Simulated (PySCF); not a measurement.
Difluoromethylene, CF₂ (singlet state).
SMILES: `F[C]F`

Computed with PySCF, PBE0-D3(BJ)/def2-SVP geometry optimisation, gas phase.

Masses are those of the commonest isotopes; rigid-rotor values at the optimised geometry. 

(1) What are A, B and C (GHz)?

(2) What kind of rotor is it?

(3) List the rotational levels J(Ka,Kc) to J = 3 (cm⁻¹).

(4) Which types of transition are allowed, and where do some lines up to J = 5 fall?

(5) Estimate the classical rotational partition function at 25 K and 500 K.

Results:

(1) Ia = 5.67, Ib = 39.83, Ic = 45.49 u·Å²; 505379 MHz·u·Å²/I gives 89167, 12690 and 11109 MHz, that is A = 89.167, B = 12.690, C = 11.109 GHz.

(2) A near-prolate asymmetric top. Ray's parameter κ = (2B − A − C)/(A − C) = -0.959; −1 is the prolate and +1 the oblate limit.

(3) Above 0(0,0):
J = 1: 1(0,1) 0.7938, 1(1,1) 3.3449, 1(1,0) 3.3976
J = 2: 2(0,2) 2.3807, 2(1,2) 4.8798, 2(1,1) 5.0380, 2(2,1) 12.6910, 2(2,0) 12.6919
J = 3: 3(0,3) 4.7590, 3(1,3) 7.1817, 3(1,2) 7.4981, 3(2,2) 15.0726, 3(2,1) 15.0766, 3(3,1) 27.9600, 3(3,0) 27.9600
The levels of one J sum to (2J + 1)J(J + 1)(A + B + C)/3.

(4) The dipole components are |μa| = 0.00 D, |μb| = 0.80 D, |μc| = 0.00 D; the symmetry axis of this C2v structure is b, so μa and μc vanish by symmetry and there are no a-type or c-type lines. Some lines, for components of 0.1 D or more:

| type | branch | J(Ka,Kc) | MHz | lower level (cm⁻¹) |
| --- | --- | --- | --- | --- |
| b | R | 5(0,5) ← 4(1,4) | 48846 | 10.250 |
| b | Q | 2(1,1) ← 2(0,2) | 79664 | 2.381 |
| b | Q | 4(1,3) ← 4(0,4) | 85472 | 7.926 |
| b | R | 1(1,1) ← 0(0,0) | 100276 | 0.000 |
| b | R | 3(1,3) ← 2(0,2) | 143930 | 2.381 |
| b | Q | 5(2,3) ← 5(1,4) | 220894 | 14.875 |
| b | Q | 4(2,2) ← 4(1,3) | 224308 | 10.777 |
| b | Q | 3(2,1) ← 3(1,2) | 227197 | 7.498 |
| b | Q | 2(2,0) ← 2(1,1) | 229457 | 5.038 |
| b | Q | 2(2,1) ← 2(1,2) | 234175 | 4.880 |
| b | Q | 4(2,3) ← 4(1,4) | 239753 | 10.250 |
| b | R | 3(2,2) ← 2(1,1) | 300829 | 5.038 |
| b | R | 4(2,3) ← 3(1,2) | 322252 | 7.498 |
| b | Q | 5(3,2) ← 5(2,3) | 385716 | 22.243 |
| b | Q | 3(3,0) ← 3(2,1) | 386234 | 15.077 |
| b | Q | 3(3,1) ← 3(2,2) | 386355 | 15.073 |
| b | R | 3(3,0) ← 2(2,1) | 457751 | 12.691 |
| b | R | 4(3,2) ← 3(2,1) | 481476 | 15.077 |
| b | Q | 5(4,2) ← 5(3,3) | 540804 | 35.109 |
| b | Q | 4(4,1) ← 4(3,2) | 540832 | 31.137 |
| b | Q | 5(5,1) ← 5(4,2) | 695361 | 53.148 |

(5) Point group C2v, symmetry number σ = 2; q = (√π/σ)·√((kT/h)³/(ABC)), k/h = 20836.6 MHz/K: 94.0 at 25 K, 8410 at 500 K.

Stationary, but not proved a minimum. These are rigid-rotor constants of the computed structure; measured ground-state constants (B0) also hold zero-point vibration.

Time: 8.8 s of wall time. Hardware: an Arm Neoverse N1 with one thread, no GPU, shared host. This is the geometry optimisation.
